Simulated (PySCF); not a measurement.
**Property card for `C[O-]`**

Compound: CH₃O (charge -1).
SMILES with atom numbers: `[CH3:1][O-:2]` (hydrogens: H3, H4, H5 on C1)

Structure used (GFN2-xTB), in Å, numbered top down from 1:
```xyz
5
CH3O angstrom
C      0.0443   -0.0029   -0.0083
O      1.3248   -0.1099   -0.1568
H     -0.3582   -0.2161    1.0549
H     -0.4038    1.0375   -0.2420
H     -0.5984   -0.7058   -0.6651
```

From GFN2-xTB geometry:

```yaml
Point_group_of_the_GFN2-xTB_geometry: C3v
Rotational_constants_A_B_C_of_the_GFN2-xTB_geometry: 154.020, 29.178, 29.178 GHz
```

PBE0/pcSseg-1 ground state and GIAO shieldings, non-relativistic (PySCF):

```yaml
HOMO_energy: 1.47 eV
LUMO_energy: 7.20 eV
HOMO–LUMO_gap: 5.73 eV
Lowest_Hirshfeld_atomic_charge: -0.59 e on O2
Highest_Hirshfeld_atomic_charge: -0.09 e on H3/H4/H5
13C_chemical_shifts_computed_TMS_as_zero_by_class: 77.0 (C1) ppm
1H_chemical_shifts_computed_TMS_as_zero_by_class: 6.81 (H3/H4/H5) ppm
Isotropic_shieldings_of_nuclei_other_than_C_and_H_by_class: 256 (O2) ppm
Mayer_bond_orders_between_heavy_atoms: C1–O2 1.45
```

**B3LYP/pcJ-1 indirect spin-spin coupling, non-relativistic, gas phase (PySCF)**

```yaml
Largest_of_the_computed_one-bond_spin–spin_couplings_means_over_like_bonds: 13C–1H +118.7 (C1–H3 and 2 like it), 17O–13C +35.0 (O2–C1) Hz
```

Monoisotopic mass of the ion (most abundant isotopes, electron mass counted): 31.0189 u.

The rotational constants are those of a prolate symmetric top. With B = h/(8π²I), that is 505.379 GHz u Å² over I, the principal moments of inertia are 3.28, 17.3 and 17.3 u Å² (most abundant isotopes); the inertial defect Ic − Ia − Ib is -3.3 u Å² (zero for a rigid planar frame, negative otherwise).

 The HOMO energy is positive, so at this level the finite basis confines the outermost electrons. No diffuse functions stand in pcJ-1 and pcSseg-1, which bears on an anion's orbital energies.

For the spin–spin coupling job (B3LYP/pcJ-1), time: 1.9 s. Hardware: x86-64 server, one thread, no GPU, on a shared host.
